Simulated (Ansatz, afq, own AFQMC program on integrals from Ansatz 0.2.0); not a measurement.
Mn, sextet: AFQMC among the cluster methods

A free Mn atom.

Basis def2-SVP. Noble-gas cores (and the filled d shells of Ga–Kr and In–Xe) are frozen. AFQMC by an in-house program on the Cholesky factors that Ansatz 0.2.0 writes for its CCSD(T) run. The CISD trial takes its coefficients from CCSD amplitudes. Released means that phaseless walkers are propagated on without the constraint, phases kept. Free AFQMC starts from the CCSD state and is never constrained. Its projection time is finite, and what remains of the start isn't in its error. ± is one standard error of the sampling. The metal's outer-core s and p shells are frozen, which shifts wave-function levels against functionals.

Determinant: UHF, the one that the program's search chose, which needn't be the lowest solution.

Full CI on the same integrals is exact in this basis and with this determinant's frozen core.

Cautions: no relativity below Rb; outer-core shells of the metal frozen.

The T1 diagnostic is 0.0183 and the weight of the determinant in the CISD state is 0.927. The ⟨S²⟩ of the determinant is 8.772 and the size of the correlated space is 7 electrons in 22 orbitals.

```csv
level,correlation energy (eV)
MP2,-1.9449
CCSD,-2.3658
CCSD(T),-2.4099
```

(1) Estimate where AFQMC with the constraint released lies against CCSD(T) on the same integrals.

(1) 5.1 ± 0.9 meV below CCSD(T).

Reference: full CI, correlation energy -2.417 eV. The released energy is read at 1.50 1/Eh (meV from the phaseless value at times in 1/Eh: 0.1 ± 0.8 at 0.24, -0.7 ± 0.8 at 0.50, -1.2 ± 0.8 at 1.00, -0.5 ± 0.9 at 1.50).

```json
{"level": "CCSD(T)", "E − E(reference) (meV)": "7.0", "share of correlation (%)": "99.71"}
{"level": "CCSDT", "E − E(reference) (meV)": "-0.8", "share of correlation (%)": "100.03"}
{"level": "CCSDT(Q)", "E − E(reference) (meV)": "-0.3", "share of correlation (%)": "100.01"}
{"level": "CCSDTQ", "E − E(reference) (meV)": "-0.2", "share of correlation (%)": "100.01"}
{"level": "ph-AFQMC/HF", "E − E(reference) (meV)": "11.9 ± 12.7", "share of correlation (%)": "99.51"}
{"level": "ph-AFQMC/CISD", "E − E(reference) (meV)": "2.4 ± 0.8", "share of correlation (%)": "99.90"}
{"level": "released AFQMC", "E − E(reference) (meV)": "1.9 ± 0.9", "share of correlation (%)": "99.92"}
{"level": "free AFQMC", "E − E(reference) (meV)": "0.2 ± 0.8", "share of correlation (%)": "99.99"}
```

CCSDT and higher add their correlation energy to the determinant of the CCSD(T) run, since their own runs factorise the integrals more tightly (a shift of under 2 meV). Free projections are given only where their last times agree within the noise and don't stop above the reference; a slow remainder of the start can still hide under it. A walk keeps the symmetry of its determinant, which the program's search chose and which needn't be the lowest solution, so a lower state of the same spin and another symmetry isn't excluded. Released energies are given only where the last usable release times agree within the noise; a slower fall can still hide under it.
